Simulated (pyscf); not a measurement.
## 1,1-elimination: H₂B–O–CH₂–CH₃ → methane (CH₄) + H₂B–O–CH: [singlet]

Gas phase, singlet surface, charge 0. Bonds broken: C1–C2, C2–H9. Bonds formed: C1–H9. PySCF, gas phase, ωB97X-D3(BJ)/def2-SVP geometries. MP2 and CC: frozen core, UHF for open shells. ΔMP2 is the change of the MP2 total energy from the triple- to the quadruple-zeta basis.

Transition state (Å):

```xyz
11

C     -1.1643     0.1702    -1.4917
C      0.0438     0.3293     0.3080
O     -0.9166     0.0551     1.2566
H     -1.7334    -0.6466    -1.0381
H     -0.5441    -0.1696    -2.3310
H     -1.8318     0.9949    -1.7848
H      0.4744    -0.6419     0.0008
B     -1.5993     1.0677     1.8656
H     -0.4200     0.8794    -0.7545
H     -2.3604     0.7429     2.7451
H     -1.4400     2.2107     1.5025
```

One imaginary mode, 803i cm⁻¹; descent along it reached the two sides named.

| bond | change | reactant side (Å) | saddle | product side |
|---|---|---|---|---|
| C1–C2 | breaks | 1.518 | 2.173 | 3.3 |
| C2–H9 | breaks | 1.104 | 1.283 | 2.6 |
| C1–H9 | forms | 2.174 | 1.265 | 1.100 |

Electronic energies relative to the reactant's lowest minimum found (kJ/mol):

```tsv
level	barrier	reaction energy	reverse barrier
ωB97X-D3(BJ)/def2-TZVP	406.5	+357.3	49.2
PBE/def2-TZVP	373.4	+336.2	37.2
r²SCAN/def2-TZVP	382.8	+350.9	31.9
B3LYP-D3(BJ)/def2-TZVP	386.6	+337.6	49.0
PBE0-D3(BJ)/def2-TZVP	397.6	+364.1	33.6
M06-2X/def2-TZVP	401.5	+354.1	47.4
ωB97M-D3(BJ)/def2-TZVP	397.5	+347.0	50.5
HF/def2-TZVP	430.6	+319.3	111.3
MP2/def2-QZVPP	410.8	+380.4	30.4
CCSD/def2-TZVPP	406.9	+352.8	54.1
CCSD(T)/def2-TZVPP	396.8	+353.2	43.6
CCSD(T)/def2-TZVPP + ΔMP2(QZVPP)	397.1	+354.7	42.4
```

With CCSD(T)/def2-TZVPP + ΔMP2(QZVPP) energies and thermal terms (ideal gas, 1 atm, RRHO with modes under 100 cm⁻¹ raised to 100, one conformer, R ln 2 for chiral ones without a mode under 150 cm⁻¹), in kJ/mol:

```csv
T (K),ΔH‡,ΔG‡,ΔH,ΔG
298,377.9,374.0,+334.7,+289.1
600,379.2,369.4,+335.7,+242.2
900,379.4,364.3,+333.5,+195.8
1200,378.8,359.4,+330.0,+150.4
```

The same reactants have a lower exit, to H₂B–OH + H₂C=CH₂ (barrier +287.5 kJ/mol at ωB97M-D3(BJ)/def2-TZVP, against +397.5 kJ/mol here). H₂B–O–CH₂–CH₃ lies 134.9 kJ/mol over its isomer H₃C–B(CH₃)–OH (electronic energy, ωB97M-D3(BJ)/def2-TZVP). H₂B–O–CH: [singlet] lies 451.3 kJ/mol over its isomer H₃C–B=O (electronic energy, ωB97M-D3(BJ)/def2-TZVP). One saddle was located; it need not be the lowest between these sides. The CCSD(T) − MP2 part came from Ansatz, without density fitting, on the same reference.
